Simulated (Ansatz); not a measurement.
Species, as SMILES: Cl[Si](Cl)(Cl)Cl.
Atoms: Si1, Cl2, Cl3, Cl4, Cl5. Bonds: Si1-Cl2, Si1-Cl3, Si1-Cl4, Si1-Cl5.

How fast the optimised Si1-Cl2 bond length converges with the basis for several methods (Ansatz, a quantum-chemistry and plane-wave program): deviation from each method's own reference, in Å. References: B3LYP 2.0339 Å, the value in pcseg-4; HF 2.0214 Å, the value in pcseg-4; MP2 2.0161 Å, the value in aug-cc-pV(Q+d)Z; PBE 2.0380 Å, the value in pcseg-4. Cartesian d functions, on some or all atoms, in 6-31G*, 6-311G**; all else is spherical. In correlated methods cores are frozen. No added dispersion term, no relativity. The reference of a correlated method is not its basis-set limit, which lies further on.

```json
[
 {"basis": "6-31G*", "functions": "95", "B3LYP": "0.0135", "HF": "0.0075", "MP2": "?", "PBE": "0.0135"},
 {"basis": "6-311G**", "functions": "135", "B3LYP": "0.0083", "HF": "0.0026", "MP2": "?", "PBE": "0.0085"},
 {"basis": "pcseg-2", "functions": "170", "B3LYP": "0.0000", "HF": "-0.0022", "MP2": "?", "PBE": "-0.0002"},
 {"basis": "cc-pV(T+d)Z", "functions": "195", "B3LYP": "0.0023", "HF": "0.0020", "MP2": "?", "PBE": "0.0021"},
 {"basis": "def2-TZVPPD", "functions": "252", "B3LYP": "0.0021", "HF": "0.0012", "MP2": "?", "PBE": "0.0020"},
 {"basis": "aug-cc-pV(T+d)Z", "functions": "275", "B3LYP": "0.0028", "HF": "0.0025", "MP2": "?", "PBE": "0.0027"},
 {"basis": "cc-pCVTZ", "functions": "295", "B3LYP": "0.0042", "HF": "0.0026", "MP2": "?", "PBE": "0.0043"},
 {"basis": "cc-pV(Q+d)Z", "functions": "320", "B3LYP": "-0.0004", "HF": "-0.0003", "MP2": "?", "PBE": "-0.0004"}
]
```

Question: What belongs in the gaps?

Answer: 
- 6-31G*, MP2: 0.0117
- 6-311G**, MP2: 0.0042
- pcseg-2, MP2: -0.0041
- cc-pV(T+d)Z, MP2: 0.0061
- def2-TZVPPD, MP2: 0.0044
- aug-cc-pV(T+d)Z, MP2: 0.0068
- cc-pCVTZ, MP2: 0.0060
- cc-pV(Q+d)Z, MP2: -0.0002

Mean absolute deviation over 6-311G**, pcseg-2, cc-pV(T+d)Z, def2-TZVPPD, aug-cc-pV(T+d)Z, cc-pCVTZ: HF 0.0022, B3LYP 0.0033, PBE 0.0033, MP2 0.0053 Å.
